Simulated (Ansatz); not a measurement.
# C3H4: one species, many methods

Aim: compute C3H4 with functionals from several rungs and with coupled cluster, and see how far each lands from CCSD(T) at the basis-set limit for the atomisation energy.

Method: functionals in def2-TZVPP, the program's frozen cores in correlated methods; program: Ansatz 0.2.0, Gaussian basis.

Levels to be run: LDA (SPW92), PBE-D4, revPBE-D4, BLYP-D4, r2SCAN-D4, B97M-V, PBE0-D4, B3LYP-D4, r2SCANh-D4, r2SCAN0-D4, HSE06-D4, BHLYP-D4, CAM-B3LYP-D4, LC-ωPBE, ωB97X-V, ωB97M-V, B2PLYP, PBE-QIDH; CCSD(T)/def2-SVP; CCSD(T)/def2-TZVPP; MP2/def2-QZVPP; extrapolation to the limit; RPA on PBE.

1 further run of the same task is left out (it didn't finish).

## (1) Structure used throughout

All runs share one geometry, relaxed beforehand with PBE0-D4 in a triple-zeta def2 set.

7 atoms, charge 0, spin multiplicity 1.

Atoms are counted from 1 here; the program's logs count them from 0.

Bond lengths: C1–C2 1.287 Å, C1–C3 1.498 Å, C1–H4 1.076 Å, C2–C3 1.498 Å, C2–H5 1.076 Å, C3–H6 1.091 Å, C3–H7 1.091 Å. Angles: C2–C1–C3 64.6°, C2–C1–H4 149.8°, C3–C1–H4 145.6°, C1–C2–C3 64.6°, C1–C2–H5 149.8°, C3–C2–H5 145.6°, C1–C3–C2 50.9°, C1–C3–H6 119.6°, C1–C3–H7 119.6°, C2–C3–H6 119.6°, C2–C3–H7 119.6°, H6–C3–H7 113.6°.

## (2) LDA

This LDA is Slater exchange with PW92 correlation.

in.yaml

```yaml
crystal:
  periodic: [false, false, false]
  atoms:
    - {symbol: C, position_ang: [-0.743404, -0.258001, -0.383048]}
    - {symbol: C, position_ang: [0.223607, 0.549093, -0.647398]}
    - {symbol: C, position_ang: [0.350067, -0.206998, 0.639851]}
    - {symbol: H, position_ang: [-1.686474, -0.700493, -0.654018]}
    - {symbol: H, position_ang: [0.678838, 1.273567, -1.300467]}
    - {symbol: H, position_ang: [0.179644, 0.307208, 1.586304]}
    - {symbol: H, position_ang: [1.059020, -1.032376, 0.713074]}
basis:
  gaussian: {orbitals: def2-TZVPP}
hamiltonian: {xc: lda}
output: {orbitals: {seedname: orbitals}}
```

Launch:

```
ansatz run in.yaml --threads 2 --pin off --events-out ev --progress --plain --max-ram 4352MiB
```

After this run come: PBE-D4 (GGA); revPBE-D4 (GGA); BLYP-D4 (GGA); r2SCAN-D4 (meta-GGA); B97M-V (meta-GGA); B3LYP-D4 (hybrid); r2SCANh-D4 (hybrid); r2SCAN0-D4 (hybrid); HSE06-D4 (hybrid); BHLYP-D4 (hybrid); CAM-B3LYP-D4 (range-separated); LC-ωPBE (range-separated); ωB97X-V (range-separated); ωB97M-V (range-separated); B2PLYP (double hybrid); PBE-QIDH (double hybrid); CCSD(T) in def2-SVP; CCSD(T) in def2-TZVPP; MP2 in def2-QZVPP; RPA on PBE orbitals.

Q: Predict the results of all the runs planned. Wanted: atomisation energy, CCSD(T)/CBS; farthest beyond LDA; mean size of error, GGA; mean size of error, meta-GGA; mean size of error, hybrid; mean size of error, range-separated; mean size of error, double hybrid; gap, smallest and largest; T1 diagnostic.

**Answer**, as computed:

| quantity | value |
| --- | --- |
| atomisation energy, CCSD(T)/CBS | 2843.9 kJ/mol |
| functionals within 14.2 kJ/mol (0.5 %) | BLYP-D4, B3LYP-D4, r2SCANh-D4, ωB97X-V, B2PLYP, PBE-QIDH |
| farthest beyond LDA | PBE-D4 (+100.8 kJ/mol) |
| mean size of error, GGA | 45.3 kJ/mol |
| mean size of error, meta-GGA | 18.5 kJ/mol |
| mean size of error, hybrid | 34.5 kJ/mol |
| mean size of error, range-separated | 16.3 kJ/mol |
| mean size of error, double hybrid | 13.0 kJ/mol |
| gap, smallest and largest | 4.98 eV (LDA (SPW92)), 12.51 eV (LC-ωPBE) |
| T1 diagnostic | 0.0097 |
| triples share of the correlation energy | 4.5 % |

What this shows: LDA overbinds by 439.5 kJ/mol (15 %). PBE-D4 misses by +100.8 kJ/mol. Double hybrids carry the basis error of their MP2 part in triple zeta, and no dispersion term here, so their miss is partly the set-up's. By mean error the best rung here is double hybrid (13.0 kJ/mol) and the worst beyond LDA is GGA (45.3 kJ/mol). The gap between the best rungs is small, so their order is not settled. The reference freezes the cores and leaves out relativity and excitations past (T), so misses under about 14.2 kJ/mol can't be ranked. Hartree-Fock recovers 73 % of the binding; the rest is correlation. CCSD(T) in def2-SVP is off by -102.4 kJ/mol, so the small basis spoils what the method gains. Orbital gaps span 5.0 to 12.5 eV; exact exchange widens them.
